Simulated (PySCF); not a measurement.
Magnetic susceptibility: SMILES [Li][Cl], ClLi

Molfile (atoms numbered from 1):
```
ClLi
     RDKit          3D

  2  1  0  0  0  0  0  0  0  0999 V2000
    0.9959   -0.0036   -0.0022 Li  0  0  0  0  0  1  0  0  0  0  0  0
   -1.0088    0.0045   -0.0120 Cl  0  0  0  0  0  0  0  0  0  0  0  0
  1  2  1  0
M  END
```

Computed, not measured: PySCF, GIAO B3LYP/ANO-RCC-VDZP magnetisability, rotational g tensor and spin-rotation constants, non-relativistic, gas phase. Geometry: PBE0-D3(BJ)/def2-SVP.

Q: What are the magnetisability and the molar susceptibility?

A: Isotropic -483 × 10⁻³⁰ J/T², or -29.1 × 10⁻⁶ cm³/mol; principal values -508, -471, -471 × 10⁻³⁰ J/T², anisotropy 38 × 10⁻³⁰ J/T² (root of half the summed squared differences of the principal values). The susceptibility is in cgs units.

Q: Split it along the inertial axes a, b, c into diamagnetic and paramagnetic parts about the centre of mass, with the quadrupole moment.

A: 
```tsv
axis	χ (10⁻⁶ cm³/mol)	diamagnetic (10⁻⁶ cm³/mol)	paramagnetic (10⁻⁶ cm³/mol)	summed x² of all electrons (Å²)	quadrupole Θ (D Å)
a	-30.6	-30.6	0.0	10.9	+14.11
b	-28.3	-61.7	33.4	3.6	-7.06
c	-28.3	-61.7	33.4	3.6	-7.06
```
Anisotropies 2χaa − χbb − χcc = -4.5 and 2χbb − χaa − χcc = +2.3 × 10⁻⁶ cm³/mol. Θ is traceless in Buckingham's convention.

Q: And the rotational g tensor?

A: 
| axis | rotational constant (GHz) | g | nuclear part | electronic part |
| --- | --- | --- | --- | --- |
| b | 21.5183 | +0.1032 | 0.4406 | -0.3374 |
| c | 21.5183 | +0.1032 | 0.4406 | -0.3374 |

Linear; isotopes 35Cl, 7Li; no vibrational averaging.
